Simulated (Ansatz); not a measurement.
**H₅NO: geometry and frequencies at several levels**

Wanted for H₅NO: geometry and frequencies at several levels.

Method: the levels named in each step, in Ansatz 0.2.0.

### 1 The structure to begin with

Bond lengths: N1–H3 1.012 Å, N1–H4 1.012 Å, N1–H5 1.012 Å, O2–H6 0.973 Å, O2–H7 0.957 Å. Angles: H3–N1–H4 107.1°, H3–N1–H5 107.1°, H4–N1–H5 107.4°, H6–O2–H7 105.1°.

Structure file:

```xyz
7

N    -0.5000    0.5168    1.0300
O     0.7980   -0.9000   -1.1532
H    -0.6844   -0.2425    1.6736
H     0.0549    1.2012    1.5275
H    -1.3896    0.9479    0.8147
H     0.3757   -0.3602   -0.4624
H     1.0661   -0.2759   -1.8267
```

### 2 Frequencies, PBE0-D4/def2-TZVPP

Contents of input.yaml:

```yaml
crystal:
  periodic: [false, false, false]
  atoms:
    - { symbol: "N", position_ang: [-0.49999209, 0.51677469, 1.03004748] }
    - { symbol: O, position_ang: [0.79796655, -0.8999551, -1.15317258] }
    - { symbol: H, position_ang: [-0.68440166, -0.24247175, 1.67358054] }
    - { symbol: H, position_ang: [0.05487547, 1.20116874, 1.52747051] }
    - { symbol: H, position_ang: [-1.38963093, 0.94791, 0.81466169] }
    - { symbol: H, position_ang: [0.37570899, -0.36019863, -0.46236196] }
    - { symbol: H, position_ang: [1.06606366, -0.27593796, -1.82673568] }
basis:
  gaussian: { orbitals: def2-TZVPP }
hamiltonian:
  xc: pbe0
  dispersion: d4
phonons: {}
```

Launch:

```console
$ ansatz run input.yaml --threads 2 --pin off --max-ram 5120MiB --backend cpu --events-out ev --progress --plain --runs-dir out
```

The runs that follow: Relaxation, PBE-D4/def2-TZVPP; Frequencies, PBE-D4/def2-TZVPP; Relaxation, r2SCAN-D4/def2-TZVPP; Frequencies, r2SCAN-D4/def2-TZVPP; Relaxation, B3LYP-D4/def2-TZVPP; Frequencies, B3LYP-D4/def2-TZVPP; Relaxation, B2PLYP/def2-TZVPP.

**Question.** What will these runs give? Wanted: N1–H3 at B2PLYP/def2-TZVPP; N1–H4 at B2PLYP/def2-TZVPP; frequencies at B3LYP-D4/def2-TZVPP.

The runs gave:

| quantity | value |
| --- | --- |
| N1–H3 at B2PLYP/def2-TZVPP | 1.012 Å |
| N1–H4 at B2PLYP/def2-TZVPP | 1.011 Å |
| frequencies at B3LYP-D4/def2-TZVPP | 25 to 3878 cm⁻¹ |

What this shows: The N–H distance spreads over 0.010 Å, from B2PLYP/def2-TZVPP (shortest) to PBE-D4/def2-TZVPP. No mode is imaginary, so the geometry is a minimum.
